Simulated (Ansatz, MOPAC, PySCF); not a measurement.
How well does each level of theory give the band gap of diamond?

Reference value: 5.48 eV (measured, low temperature, zero-point motion not removed; as tabulated in arXiv:1206.3780).

Problem. What do PM6 semi-empirical Hartree-Fock (MOPAC), LDA, PBE, revPBE, RPBE, PBE-D4, r²SCAN+rVV10, B3LYP (VWN-RPA form), LC-ωPBE, PBE0-D3(BJ), Hartree–Fock, G0W0@PBE0 give, and how far is each from the reference?

Solution. 
| level (code) | value (eV) | cell (Å³/atom) | difference (eV) |
|---|---|---|---|
| PM6 semi-empirical Hartree-Fock (MOPAC) | 9.91 | 5.80 | +4.43 |
| LDA (Ansatz) | 4.10 (indirect) | 5.67 | -1.38 |
| PBE (Ansatz) | 4.14 (indirect) | 5.67 | -1.34 |
| revPBE (Ansatz) | 4.10 (indirect) | 5.76 | -1.38 |
| RPBE (Ansatz) | 4.14 (indirect) | 5.67 | -1.34 |
| PBE-D4 (Ansatz) | 4.16 (indirect) | 5.63 | -1.32 |
| r²SCAN+rVV10 (Ansatz) | 4.34 (indirect) | 5.63 | -1.14 |
| B3LYP (VWN-RPA form) (Ansatz) | 5.98 (indirect) | 5.67 | +0.50 |
| LC-ωPBE (Ansatz) | 10.72 (indirect) | 5.52 | +5.24 |
| PBE0-D3(BJ) (Ansatz) | 6.11 (indirect) | 5.51 | +0.63 |
| Hartree–Fock (Ansatz) | 12.56 (indirect) | 5.67 | +7.08 |
| G0W0@PBE0 (PySCF) | 6.08 ± 0.04 | 5.67 | +0.60 |

Leaving aside PM6 semi-empirical Hartree-Fock (MOPAC) (doubt noted below): Once the reference is moved by up to 0.38 eV (a margin picked here for doubts on the reference and the settings, and for temperature and zero-point motion) and values within 0.03 eV count as equal, the nearest can be B3LYP (VWN-RPA form) (+0.50 eV) or r²SCAN+rVV10 (-1.14 eV). Farthest off among them: Hartree–Fock (+7.08 eV).

Density-functional gaps are differences of (generalised) Kohn–Sham levels of a static lattice; semilocal ones lie below quasiparticle gaps as a rule. Measured gaps hold zero-point and thermal shifts unless a correction is named.  A ± on a computed value is a rough bar: the spread of its extrapolation, a floor set from checks against published values, or a statistical error. PM6 semi-empirical Hartree-Fock (MOPAC): the gap is read on the k mesh or supercell of the run alone and can be too large. PM6 semi-empirical Hartree-Fock (MOPAC): the method was fitted mainly to molecules. PM6 semi-empirical Hartree-Fock (MOPAC): gaps of these semi-empirical methods are Hartree–Fock-like level differences, and their formation enthalpies are fitted 298 K values. Values are at the level's own relaxed cell; LDA at the measured cell; PBE at the measured cell; RPBE at the measured cell; B3LYP (VWN-RPA form) at the measured cell; Hartree–Fock at the measured cell; G0W0@PBE0 at the measured cell. Cutoffs and k meshes differ between the levels. Ansatz's density-functional and Hartree–Fock values are scalar-relativistic unless marked +SOC, with PAW data made under PBE.

Differences are worked out from the printed values.

Ansatz is a first-principles code.
